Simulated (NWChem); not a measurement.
**Correlation energy of ozone (O3)**

```xyz
3

O     -1.0607     0.0000    -0.2102
O      0.0000     0.0000     0.4204
O      1.0607     0.0000    -0.2102
```
Charge 0, spin multiplicity 1.

Program: NWChem. Structure: optimised with PBE0/def2-SVP, a minimum by its harmonic frequencies.

Basis set: cc-pVDZ. Each correlation energy counts from its own Hartree-Fock reference.

The correlated methods keep 3 core orbitals frozen. The species is likely to have several important configurations. Coupled-cluster values serve here as a point of comparison, not as the truth.

```tsv
method	correlation energy (mHa)	remark
RI-MP2	-617.7	-
CR-CCSD(T)	[?]	large amplitudes
CCSD(T)	[?]	-
MP2	-617.6	-
CCSD+T(CCSD)	-630.9	-
CCSD	-598.6	-
SCS-MP2	-593.3	-
CR-CCSD[T]	-622.2	large amplitudes
```

**Question.** Complete the blanks.

**Answer.** 
- CR-CCSD(T), correlation energy (mHa): -620.3
- CCSD(T), correlation energy (mHa): -628.3
